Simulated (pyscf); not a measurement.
Optimised with ωB97X-D3(BJ)/def2-SVP in PySCF.

### Question
Cl–Ga(Cl)–SeH + hydrogen chloride (HCl) → H₂Se + Cl–Ga(Cl)–Cl
Surface: singlet. Broken: Ga–Se, Cl–H. Formed: H–Se, Cl–Ga. Give ΔE‡ and ΔE from ωB97M-D3(BJ)/def2-TZVP, relative to the separated reactants.

### Answer
ΔE‡ = 9.0 kJ/mol, ΔE = -7.5 kJ/mol. Zero-point energy shifts the barrier by -2.0 kJ/mol. It is a four-centre exchange, with an imaginary mode of 766i cm⁻¹. On the reactant side the descent ends in an adduct with a Cl–Ga contact, 32.3 kJ/mol under the separated species and 25.1 kJ/mol under the saddle at ωB97X-D3(BJ)/def2-TZVP. On the product side the descent ends in an adduct with a Ga–Se contact, 87.0 kJ/mol under the separated species and 77.4 kJ/mol under the saddle at ωB97X-D3(BJ)/def2-TZVP. What is counted as formed (Cl–Ga) is already present as a longer contact in the reactant adduct; forming that adduct is a step of its own. What is counted as broken (Ga–Se) persists as a longer contact in the product adduct; parting that adduct is a step of its own. At ωB97X-D3(BJ) the barrier from the zero used here is -7.2 kJ/mol. One saddle was located; it need not be the lowest between these sides. Elements up to Kr have no core potential and no relativistic terms here.
